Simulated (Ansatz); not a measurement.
# AlBH6N+ (SMILES [BH2][AlH][NH3+]): functionals against CCSD(T) at one geometry

One table from this session's results is given with a row withheld; the runs are named, their logs left out.

The runs use Ansatz 0.2.0, Gaussian basis; single points in def2-TZVPP.

Cores are frozen in the correlated methods.

## The starting structure

SMILES `[BH2][AlH][NH3+]`, 9 atoms, charge 1, spin multiplicity 1.

Atoms are counted from 1 here; the program's logs count them from 0.

Bond lengths: B1–Al2 2.153 Å, B1–H4 1.124 Å, B1–H5 1.316 Å, Al2–N3 2.093 Å, Al2–H6 1.519 Å, N3–H7 1.012 Å, N3–H8 1.001 Å, N3–H9 1.103 Å. Angles: Al2–B1–H4 124.0°, Al2–B1–H5 116.2°, H4–B1–H5 119.3°, B1–Al2–N3 122.8°, B1–Al2–H6 145.0°, N3–Al2–H6 91.5°, Al2–N3–H7 114.8°, Al2–N3–H8 121.3°, Al2–N3–H9 96.7°, H7–N3–H8 106.1°, H7–N3–H9 97.9°, H8–N3–H9 117.7°.

As a file:

```csv
atom,x (Å),y (Å),z (Å)
B1,-1.2181,0.8816,-1.5389
Al2,0.1779,0.7099,0.0910
N3,0.7396,-1.1317,0.9121
H4,-1.5646,0.0141,-2.1633
H5,-1.5500,2.1040,-1.8944
H6,0.9104,1.4657,1.1865
H7,1.7388,-1.2821,0.9745
H8,0.3500,-1.9906,0.5773
H9,0.5606,-0.8633,1.9666
```

Set-up of the first run:

The input, run/in.yaml:

```yaml
crystal:
  periodic: [false, false, false]
  atoms:
    - {symbol: B, position_ang: [-1.218100, 0.881600, -1.538900]}
    - {symbol: Al, position_ang: [0.177900, 0.709900, 0.091000]}
    - {symbol: N, position_ang: [0.739600, -1.131700, 0.912100]}
    - {symbol: H, position_ang: [-1.564600, 0.014100, -2.163300]}
    - {symbol: H, position_ang: [-1.550000, 2.104000, -1.894400]}
    - {symbol: H, position_ang: [0.910400, 1.465700, 1.186500]}
    - {symbol: H, position_ang: [1.738800, -1.282100, 0.974500]}
    - {symbol: H, position_ang: [0.350000, -1.990600, 0.577300]}
    - {symbol: H, position_ang: [0.560600, -0.863300, 1.966600]}
basis:
  gaussian: {orbitals: def2-TZVPP}
total_charge: 1
correlation: {method: ccsd_t}
output: {forces: true}
```

No record of the launch command was kept for these runs.

Among the steps run: CCSD(T)/def2-TZVPP; PBE0-D4/def2-TZVPP; wB97M-V/def2-TZVPP; r2SCAN-D4/def2-TZVPP; PBE-D4/def2-TZVPP; BHLYP-D4/def2-TZVPP; wB97X-V/def2-TZVPP.

One of the session's tables, all rows but one given; the rest of the session is left out.

```
   method  RMS force component (eV/Å)  angle to CCSD(T) forces (°)
  CCSD(T)                       1.249                    reference
  PBE0-D4                       1.262                          1.9
  wB97M-V                       1.241                          2.9
r2SCAN-D4                       1.247                          1.1
   PBE-D4                           ?                            ?
 BHLYP-D4                       1.283                          7.6
  wB97X-V                       1.270                          1.4
```

**Question.** Estimate the row for PBE-D4.

As computed: RMS force component (eV/Å): 1.232; angle to CCSD(T) forces (°): 6.5. In the column «RMS force component (eV/Å)» it is the lowest.
